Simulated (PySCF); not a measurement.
One of the candidates below gave these computed data.

All candidates are C6H10.

| technique | computed result |
| --- | --- |
| 13C NMR | chemical shifts (computed TMS as zero) by class: 96.8 (1 C), 71.5 (1 C), 33.4 (3 C), 30.7 (1 C) ppm [GIAO B97-2/pcSseg-2] |
| Rotational structure | rotational constants A, B, C: 4.584, 2.712, 2.711 GHz [PBE0-D3(BJ)/def2-TZVP] |
| Dipole | 0.75 D [B97-2/pcSseg-2] |
| 1H NMR | chemical shifts (computed TMS as zero) by class: 1.69 (1 H), 1.22 (9 H) ppm [GIAO B97-2/pcSseg-2] |

Gas-phase values; electronic properties from PySCF, density fitting. Levels stand in brackets. Geometry: PBE0-D3(BJ)/def2-TZVP; no solvent, vibrations or thermal averaging. NMR values are class means; diastereotopic atoms form classes of their own.

Problem. Which candidate is it?
A. `C1=CCCCC1`
B. `C#CC(C)(C)C`
C. `C#CCCCC`

Solution. B. It is `C#CC(C)(C)C`. Numbering: `[CH:1]#[C:2][C:3]([CH3:4])([CH3:5])[CH3:6]`. Its formula, C6H10, gives 2 degrees of unsaturation: 0 rings and 2 π bonds in the structure found. 6 carbons fall into 4 classes; from least to most shielded: alkyne carbon [C2] (96.8 ppm), terminal alkyne carbon [C1] (71.5 ppm), methyl carbon [C4/C5/C6] (33.4 ppm, 3 C), propargylic carbon [C3] (30.7 ppm). Hydrogen classes from least to most shielded: 1 H on a terminal alkyne carbon, C1 (1.69 ppm), 9 H on 3 methyl carbons, C4/C5/C6 (1.22 ppm). The optimised geometry has point group C3v and is a prolate symmetric top (the spread among constants that symmetry makes equal is optimisation noise).

The others, at the same levels:
- `C#CCCCC` fails: it has 6 carbon classes against 4; its computed 13C shifts are 88.8 (1 C), 72.9 (1 C), 35.6 (1 C), 26.6 (1 C), 22.5 (1 C), 17.3 (1 C) ppm and 1H shifts are 2.30 (2 H), 1.56 (2 H), 1.54 (1 H), 1.39 (2 H), 0.99 (3 H) ppm.
- `C1=CCCCC1` fails: it has 3 carbon classes against 4; its computed 13C shifts are 137.0 (2 C), 29.7 (2 C), 26.8 (2 C) ppm, 1H shifts are 6.05 (2 H), 2.10 (4 H), 1.65 (4 H) ppm and dipole moment is 0.36 D (against 0.75 D).

Each candidate is one conformer, not necessarily the lowest. The conformers computed, where there is a choice (atom-mapped SMILES and torsion angles):
- `[CH:1]#[C:2][CH2:3][CH2:4][CH2:5][CH3:6]`: C2–C3–C4–C5 -64°, C3–C4–C5–C6 179°
